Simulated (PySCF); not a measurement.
**How the method moves the HOMO and LUMO of `C=C(F)CF`**

Species: C3H4F2.
Structure used (PBE0-D3(BJ)/def2-SVP), in Å, numbered top down from 1:
```
atom  x, y, z in Å
C1     1.2966    0.0061    0.5720
C2     0.2216    0.4746   -0.0456
F3     0.1263    1.7432   -0.4552
C4    -1.0213   -0.2824   -0.3857
F5    -0.9349   -1.5770    0.0274
H6     1.3144   -1.0380    0.8818
H7     2.1532    0.6514    0.7701
H8    -1.1819   -0.2497   -1.4788
H9    -1.8900    0.2045    0.0937
```

Basis pcSseg-2 throughout (PySCF), one geometry. Geometry: PBE0-D3(BJ)/def2-SVP, one conformer, isolated molecule.

Task: How do the orbital energies, the gap and the dipole change with the method?

Result: 
```tsv
method	kind	HOMO (eV)	LUMO (eV)	gap (eV)	μ (D)	SCF cycles
BLYP	GGA	-6.31	-0.80	5.51	0.40	14
OPBE	GGA	-6.37	-0.76	5.62	0.42	15
B97-D	GGA	-6.38	-0.79	5.59	0.41	14
PBE	GGA	-6.43	-0.89	5.55	0.42	14
KT2	GGA	-6.44	-0.83	5.61	0.39	15
KT3	GGA	-6.46	-0.84	5.62	0.38	15
BP86	GGA	-6.52	-0.96	5.56	0.42	14
LDA	LDA	-6.62	-1.11	5.51	0.43	14
B97-2	global hybrid	-7.40	0.06	7.46	0.38	14
B3LYP	global hybrid	-7.46	-0.17	7.29	0.37	13
PBE0	global hybrid	-7.66	0.11	7.78	0.39	13
mPW1PW91	global hybrid	-7.68	0.10	7.78	0.38	13
BHandHLYP	global hybrid	-8.76	1.14	9.90	0.34	13
CAM-B3LYP	range-separated hybrid	-9.05	1.18	10.24	0.37	13
wB97X-D	range-separated hybrid	-9.53	1.94	11.46	0.39	12
HF	Hartree–Fock	-10.35	2.83	13.17	0.34	11
LC-wPBE	range-separated hybrid	-10.43	2.37	12.80	0.38	13
```

The HOMO spans 4.12 eV, from BLYP down to LC-wPBE, and the gap runs from 5.51 eV (BLYP) to 13.17 eV (HF). Over the methods BLYP (0 %), OPBE (0 %), B97-D (0 %), PBE (0 %), KT2 (0 %), KT3 (0 %), BP86 (0 %), LDA (0 %), B97-2 (21 %), B3LYP (20 %), PBE0 (25 %), mPW1PW91 (25 %), BHandHLYP (50 %), HF (100 %), a straight line through the gap against the share of exact exchange rises by 0.78 eV for each 10 % (correlation coefficient 0.997). The dipole ranges from 0.34 D (BHandHLYP) to 0.43 D (LDA). This basis has no diffuse functions.

The vertical ΔSCF ionisation energy at CAM-B3LYP/def2-SVPD is 10.22 eV; −ε(HOMO) comes closest to it with HF (10.35 eV).
